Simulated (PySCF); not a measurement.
# BH5SSi: the cost of one run

Programs: PySCF 2.14.0, with density-fitted response routines of our own. Each step states its level of theory. These are calculated values for one molecule in the gas phase, unless marked as measured. Atoms are numbered from 0 throughout.

## (1) Starting geometry

8 atoms, charge 0, multiplicity 1; geometry from: GFN2-xTB. The atoms were then displaced at random by about 0.01 Å, so the start is not that level's minimum.

Bonds of the start (Å): B0–S1 1.77, S1–Si2 2.18, B0–H3 1.17, B0–H4 1.14, Si2–H5 1.46, Si2–H6 1.46, Si2–H7 1.43.

## (2) Geometry optimisation at PBE0-D3(BJ)/def2-SVP

The job: settings as JSON, then the geometry in Å.

```
{"job": {"xc": "PBE0", "basis": "def2-SVP", "d3": "d3bj", "grid": 1, "shake": 0.01, "kind": "geom"}, "charge": 0, "multiplicity": 1}
B      1.741460     0.047410     0.311790
S      0.247550     0.188190     1.254880
Si    -1.379430    -0.051470    -0.181490
H      1.704580    -0.104580    -0.850750
H      2.733280     0.171680     0.863310
H     -1.263690     1.029510    -1.156110
H     -1.205200    -1.357980    -0.802420
H     -2.523420     0.058110     0.663810
```

Started as:

```sh
$ OMP_NUM_THREADS=1 python probes_run.py task.json out
```

This one command runs all jobs of the session in turn.

Q: Estimate the wall time and peak memory of this first job on 1 thread of Arm Neoverse V2, shared host.

About 8.8 s, with a peak of 0.32 GiB.
